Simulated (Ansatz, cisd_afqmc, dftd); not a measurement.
Barrier from H (doublet) + H2O (oxidane, SMILES O) to the saddle point below; all geometries are those of the HTBH38 set.
```xyz
4

O     -0.3011    -0.1080     0.0000
H     -0.4279     0.8516     0.0000
H      1.0155    -0.1004     0.0000
H      1.8210     0.1132     0.0000
```
Charge 0, spin multiplicity 2.

Quantity: barrier height (electronic, no zero-point energy), in kcal/mol. UHF or UKS for unpaired electrons; spin-orbit terms are left out. Cores are frozen in correlated methods. Rows without X2C or -DK are non-relativistic. AFQMC is phaseless with a CISD trial state; ± is one standard error, without the phaseless bias. Outlying blocks are dropped, and bars are widened where a walk drifts. Over all cases where full CI ran beside it in this data, AFQMC minus full CI had a median of +0.1 mEh and passed +0.4 mEh in a tenth of the cases. CBS(X,Y): correlation extrapolated as X^-3, Hartree-Fock from the larger set. A bracket is a step between two methods taken in the basis named. The functionals are non-relativistic, so their misses hold any scalar relativity. Double hybrids freeze cores in their MP2 part. 'core' is core correlation in cc-pwCVTZ, 'X2C' scalar relativity in cc-pVTZ-DK, both at CCSD(T). Where a partner has so few electrons that a lower coupled-cluster level is exact, that level stands in. The UHF reference of H3O (saddle point or complex, doublet) is spin-contaminated (<S^2> up to 0.04 over the pure value in the sets run).

Published benchmark value: 21.2 kcal/mol (Zhao et al., J. Phys. Chem. A 109, 2012 (2005), HTBH38), a best estimate, not a measurement.

```csv
level,program,barrier height (kcal/mol),difference against that value
HF/aug-cc-pVDZ,Ansatz,25.5,4.3
HF/aug-cc-pVQZ,Ansatz,24.8,3.6
PBE/def2-TZVPD,Ansatz,13.1,-8.1
r2SCANh/def2-TZVPD,Ansatz,13.1,-8.1
CAM-B3LYP/def2-TZVPD,Ansatz,15.0,-6.2
wB97X-V/def2-TZVPD,Ansatz,18.0,-3.2
B2GP-PLYP-D3(BJ)/def2-TZVPD,Ansatz + dftd3,20.1,-1.1
MP2/aug-cc-pVTZ,Ansatz,30.9,9.7
CCSD/aug-cc-pVTZ,Ansatz,20.6,-0.6
CCSD/aug-cc-pVQZ,Ansatz,21.2,0.0
CCSD(T)/aug-cc-pVDZ,Ansatz,20.9,-0.3
CCSDT(Q)/aug-cc-pVDZ,Ansatz,20.6,-0.6
CCSDT(Q)/aug-cc-pVTZ,Ansatz,20.2,-1.0
AFQMC/CISD/aug-cc-pVDZ,cisd_afqmc,21.2 ± 0.1,0.0
AFQMC/CISD/aug-cc-pVTZ,cisd_afqmc,20.7 ± 0.2,-0.5
"CCSD(T)/CBS(aug-cc-pVTZ,aug-cc-pVQZ) + [AFQMC/CISD - CCSD(T)]/aug-cc-pVDZ + core + X2C",Ansatz + cisd_afqmc,21.8 ± 0.1,0.6
"CCSD(T)/CBS(aug-cc-pVTZ,aug-cc-pVQZ) + [CCSDT(Q) - CCSD(T)]/aug-cc-pVTZ + core + X2C",Ansatz,21.1,-0.1
```

Ansatz is an electronic-structure program.
